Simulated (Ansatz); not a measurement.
# Property card for C

These are results of Ansatz 0.2.0, DFT PBE, scalar-relativistic, plane waves, PAW, not measurements.

Settings: cutoff 420 eV, Γ-centred mesh 12×12×2 on the computed 16-atom cell, Gaussian smearing of 0.02 eV; no spin polarisation.

The structure is relaxed at this level of theory with its symmetry kept.

```cif
data_structure
_symmetry_space_group_name_H-M 'P6_3/mmc'
_symmetry_Int_Tables_number 194
_cell_length_a 2.5217
_cell_length_b 2.5217
_cell_length_c 16.5533
_cell_angle_alpha 90.000
_cell_angle_beta 90.000
_cell_angle_gamma 120.000
_cell_volume 91.16
loop_
_atom_site_label
_atom_site_type_symbol
_atom_site_symmetry_multiplicity
_atom_site_Wyckoff_symbol
_atom_site_fract_x
_atom_site_fract_y
_atom_site_fract_z
_atom_site_occupancy
C1 C 4 e 0.00000 0.00000 0.04671 1
C2 C 4 f 0.33333 0.66667 0.07788 1
C3 C 4 f 0.33333 0.66667 0.17123 1
C4 C 4 f 0.33333 0.66667 0.79741 1
```

```json
{
 "Space group": "P6_3/mmc (No. 194)",
 "Volume per atom": "38.4 bohr³",
 "Formation energy from the elements' standard states (uncorrected)": "+0.141 eV/atom",
 "Kohn–Sham band gap": "4.38 eV, indirect from Γ to (0.000, 0.365, 0.000)",
 "Löwdin character of the top 1 eV of the valence band": "C 2p 98 %",
 "Löwdin character of the lowest 1 eV of the conduction band": "C 2p 55 %, C 2s 36 %, unprojected 9 %",
 "Electron masses at the edge by Cartesian direction of the standard setting (m_e; degenerate bands sorted by energy; no spin-orbit coupling)": "x: 0.26; y: 1.5; z: 0.96",
 "Hole masses at the edge by Cartesian direction of the standard setting (m_e; degenerate bands sorted by energy; no spin-orbit coupling)": "x: 0.83, 0.29; y: 0.84, 0.29; z: 0.72, 0.72",
 "Bulk modulus": "433 GPa",
 "Its pressure derivative": "3.7",
 "Electronic dielectric constant xx, yy, zz of the standard setting (independent particles)": "5.9, 5.9, 6.0"
}
```

Cost: 12 runs of about 25 core-minutes in all, on Intel Xeon Processor @ 2.50GHz (Skylake/Cascade Lake) (shared hosts).